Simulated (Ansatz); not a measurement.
System: SiH3, net charge 0, doublet state. SMILES: [SiH3]
Geometry: optimised at B3LYP-D3(BJ)/def2-TZVP (Ansatz, a first-principles code).

Wanted: vertical ionisation energy (to the singlet state of charge +1; each state is the SCF solution reached for its spin; the molecule has degenerate orbitals, so one determinant may break the symmetry), in eV. Valence correlation only, unless marked. UHF or UKS for open shells. Spin-orbit coupling is left out. No relativistic terms. CBS(X,Y): correlation extrapolated as X^-3; Hartree-Fock from the larger set. The bracket is a focal-point correction in the basis named.

Measured: 8.74 eV (CCCBDB table in ASE); it holds spin-orbit and relativistic effects, which these rows lack, and core correlation, which the frozen-core levels lack. This is an older compilation, not checked against later work.

```csv
level,program,vertical ionisation energy (eV),error against measurement
SVWN5/def2-TZVPD,Ansatz,8.91,0.17
wB97M-V/def2-TZVPD,Ansatz,8.71,-0.03
MP2/def2-SVPD,Ansatz,8.70,-0.04
MP2/def2-QZVPPD,Ansatz,8.77,0.03
RI-MP2/aug-cc-pV(T+d)Z,Ansatz,8.76,0.02
RI-MP2/def2-TZVPPD,Ansatz,8.75,0.01
SCS-MP2/aug-cc-pV(T+d)Z,Ansatz,8.68,-0.06
CCSD/aug-cc-pV(D+d)Z,Ansatz,8.73,-0.01
CCSD/aug-cc-pV(T+d)Z,Ansatz,8.78,0.04
CCSD/def2-TZVPPD,Ansatz,8.77,0.03
CCSD(T)/def2-SVPD,Ansatz,8.74,0.00
CCSD(T)/def2-QZVPPD,Ansatz,8.82,0.08
"RI-MP2/CBS(aug-cc-pV(T+d)Z,aug-cc-pV(Q+d)Z)+[CCSD(T)-MP2]/aug-cc-pV(D+d)Z",Ansatz,8.83,0.09
"RI-MP2/CBS(def2-TZVPPD,def2-QZVPPD)+[CCSD(T)-MP2]/def2-TZVPPD",Ansatz,8.83,0.09
"CCSD(T)/CBS(def2-TZVPPD,def2-QZVPPD)",Ansatz,8.84,0.10
```
